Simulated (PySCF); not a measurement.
BH2F, BFH₂, SMILES BF, point group C2v.

Level: B3LYP/pcJ-1 in PySCF (density fitting, grid level 2); geometry and Hessian at that level, cubic constants and property derivatives from steps of ±0.6 along each species' dimensionless normal coordinates, second-order vibrational perturbation theory. The parent has the commonest isotopes.

Equilibrium geometry (Å):

| atom | x | y | z |
| --- | --- | --- | --- |
| B1 | -0.0361 | 0.0195 | 0.3122 |
| F2 | 1.1484 | -0.3562 | -0.1303 |
| H3 | -0.1420 | 1.1216 | 0.7519 |
| H4 | -0.9294 | -0.7658 | 0.2466 |

Question: Give the equilibrium and ground-state rotational constants (MHz) of parent; ²H at 3; ¹⁰B at 1; ²H at 3, ²H at 4; ¹⁰B at 1, ²H at 3.

Answer: 
```json
{"species": "parent", "Ae": "226000", "Be": "32013", "Ce": "28041", "A0": "224450", "B0": "31866", "C0": "27791", "Δ0 (u Å²)": "0.074", "harmonic ZPE (cm⁻¹)": "4967"}
{"species": "²H at 3", "Ae": "158310", "Be": "28760", "Ce": "24339", "A0": "157430", "B0": "28629", "C0": "24122", "Δ0 (u Å²)": "0.088", "harmonic ZPE (cm⁻¹)": "4424"}
{"species": "¹⁰B at 1", "Ae": "226000", "Be": "33222", "Ce": "28964", "A0": "224420", "B0": "33064", "C0": "28698", "Δ0 (u Å²)": "0.074", "harmonic ZPE (cm⁻¹)": "5009"}
{"species": "²H at 3, ²H at 4", "Ae": "113090", "Be": "26589", "Ce": "21528", "A0": "112480", "B0": "26472", "C0": "21338", "Δ0 (u Å²)": "0.100", "harmonic ZPE (cm⁻¹)": "3873"}
{"species": "¹⁰B at 1, ²H at 3", "Ae": "158820", "Be": "29612", "Ce": "24959", "A0": "157910", "B0": "29472", "C0": "24730", "Δ0 (u Å²)": "0.087", "harmonic ZPE (cm⁻¹)": "4470"}
```

Δ0 = Ic − Ia − Ib from the ground-state constants.

Question: How is the parent's vibrational correction B0 − Be made up?

Answer: 
| axis | harmonic | Coriolis | cubic | total (MHz) |
| --- | --- | --- | --- | --- |
| a | 2990 | -298 | -4250 | -1560 |
| b | 160 | -2.07 | -304 | -147 |
| c | 58.6 | -9.36 | -299 | -250 |

Question: And its quartic centrifugal distortion constants from the harmonic force field?

Answer: Asymmetric top, A reduction, Ir representation: ΔJ = 78 kHz, ΔJK = 1080 kHz, ΔK = 12200 kHz, δJ = 10.6 kHz, δK = 802 kHz.

Question: Which nuclear quadrupole couplings χaa, χbb, χcc (MHz) does the parent show, at equilibrium and averaged?

Answer: 11B at 1: -1.0, -3.7, 4.7 and -1.0, -3.6, 4.6.
